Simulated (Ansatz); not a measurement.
Question: Name a neutral molecule of C, N, O and H with size of the dipole moment (PBE/def2-TZVPP) between 1.95 and 2.25 D and HOMO energy (PBE/def2-TZVPP) between -5.55 and -5.25 eV (Ansatz, PBE0-D4/def2-TZVP geometry).

Answer: `C/N=C(\N)O` (2.00 D, -5.42 eV). Other molecules can fit too; these were computed, each in one conformer that needn't be the lowest.
